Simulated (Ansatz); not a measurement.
`N/C(F)=C\O` and `N/C(O)=C\O` differ in one atom or group.

Ansatz, PBE0-D4/def2-TZVP geometries, multiplicity 1. Each molecule was computed in one conformer, which needn't be the lowest.

```json
{"property": "LUMO energy (ωB97M-V/def2-TZVPP) / eV", "`N/C(F)=C\\O`": "2.13"}
{"property": "ideal-gas entropy at 298 K and 1 bar (rigid rotor, harmonic PBE0-D4/def2-TZVP) / J/(mol·K)", "`N/C(F)=C\\O`": "302"}
{"property": "zero-point energy (PBE0-D4/def2-TZVP) / kJ/mol", "`N/C(F)=C\\O`": "176.6"}
{"property": "HOMO–LUMO gap (B3LYP/def2-TZVPP) / eV", "`N/C(F)=C\\O`": "6.54"}
{"property": "LUMO energy (PBE0/def2-TZVPP) / eV", "`N/C(F)=C\\O`": "0.75"}
{"property": "HOMO energy (PBE/def2-TZVPP) / eV", "`N/C(F)=C\\O`": "-5.07"}
```

What does the change do to each property? (An estimate is asked.)

Ansatz gave: 
| property | `N/C(O)=C\O` | shift |
| --- | --- | --- |
| LUMO energy (ωB97M-V/def2-TZVPP) / eV | 2.24 | 0.11 |
| ideal-gas entropy at 298 K and 1 bar (rigid rotor, harmonic PBE0-D4/def2-TZVP) / J/(mol·K) | 311 | 9 |
| zero-point energy (PBE0-D4/def2-TZVP) / kJ/mol | 208.3 | 31.7 |
| HOMO–LUMO gap (B3LYP/def2-TZVPP) / eV | 6.00 | -0.54 |
| LUMO energy (PBE0/def2-TZVPP) / eV | 0.86 | 0.11 |
| HOMO energy (PBE/def2-TZVPP) / eV | -4.45 | 0.62 |

With PBE0 the HOMO rises by 0.65 eV and the LUMO rises by 0.11 eV, so the gap narrows by about 0.54 eV. PBE moves the HOMO by 0.62 eV and ωB97M-V by 0.66 eV. The zero-point energy changes by 31.7 kJ/mol with +3 modes.

B3LYP here is the variant with VWN-RPA as its local correlation; programs differ in this.
